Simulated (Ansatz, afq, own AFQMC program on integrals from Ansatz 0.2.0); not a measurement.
Si$_{2}$H$_{3}$, doublet → Si$_{2}$H$_{3}$⁺, singlet, worked out

```yaml
atoms:
  - { symbol: Si, position_ang: [0.0000, 0.0235, 1.0897] }
  - { symbol: Si, position_ang: [0.0000, -0.0769, -1.1897] }
  - { symbol: H, position_ang: [0.0000, 1.2166, 1.9857] }
  - { symbol: H, position_ang: [0.0000, -1.1800, 1.9697] }
  - { symbol: H, position_ang: [0.0000, 1.4507, -1.1705] }
```

Connectivity, by distances: SiH2–SiH.

Both states at this geometry.

Basis aug-cc-pVDZ. Noble-gas cores (and the filled d shells of Ga–Kr and In–Xe) are frozen. Ansatz 0.2.0 and our own AFQMC program on the same integrals; the CISD trial comes from CCSD amplitudes, and released means the phaseless constraint is let go. ± is one standard error of the sampling.

Total energies in eV. CBS is CCSD(T) at the limit of def2-TZVPP/QZVPP (extrapolated itself); the highest rung of each member is named.

Cautions: Si₂H₃ (doublet): the released energies are still falling, so no released level is given (meV from the phaseless value at times in 1/Eh: -5 ± 4 at 0.24, -11 ± 3 at 0.51, -16 ± 3 at 0.99, -23 ± 3 at 1.62, -26 ± 4 at 2.40), though the last usable value meets CCSDT(Q) within the noise, its ph-AFQMC/CISD value lies 23 ± 5 meV above CCSDT(Q); Si₂H₃⁺ (singlet): restricted determinant unstable towards unrestricted (UHF 267 meV lower, ⟨S²⟩ 0.68), the released energies are still falling, so no released level is given (meV from the phaseless value at times in 1/Eh: -2 ± 3 at 0.24, -4 ± 4 at 0.51, -7 ± 4 at 0.99, -10 ± 4 at 1.62, -14 ± 4 at 2.40), though the last usable value meets CCSDT(Q) within the noise.

```tsv
member	count	CCSD(T)/aug-cc-pVDZ	highest rung in aug-cc-pVDZ	which	CCSD(T)/CBS
Si₂H₃⁺, singlet	+1	-15767.4770	-15767.5211	CCSDT(Q)	-15769.8223
Si₂H₃, doublet	-1	-15775.8089	-15775.8658	CCSDT(Q)	-15778.2663
```

Question: Work out the best estimate of the vertical ionization energy: the CCSD(T)/CBS difference plus the step from CCSD(T) to the highest rung.

Answer: Sums with the counts: CCSD(T)/CBS 8.4440 eV, highest rung 8.3447 eV, CCSD(T)/aug-cc-pVDZ 8.3319 eV. The step is 8.3447 − 8.3319 = 0.0128 eV, so the best estimate is 8.4440 + (0.0128) = 8.4568 eV = 195.0 kcal/mol. The basis set is worth 0.112 eV of it. Zero-point, core-correlation and spin–orbit terms aren't in it. Past Ne the Hartree–Fock part of each CBS total tends to overshoot, since the cores don't follow the formula; that largely cancels in the difference.

Best estimates are given only where the step beyond CCSD(T) is under 0.3 eV and no member's determinant is very poor (T1 over 0.05, or 0.07 for open shells, ⟨S²⟩ too high by 0.3, two states mixed), so the hardest cases are missing from such tables.

CCSDT and higher add their correlation energy to the determinant of the CCSD(T) run, since their own runs factorise the integrals more tightly (a shift of under 2 meV). Each member of a difference takes its own highest rung, so a best estimate needn't equal the limit plus the step of one row.
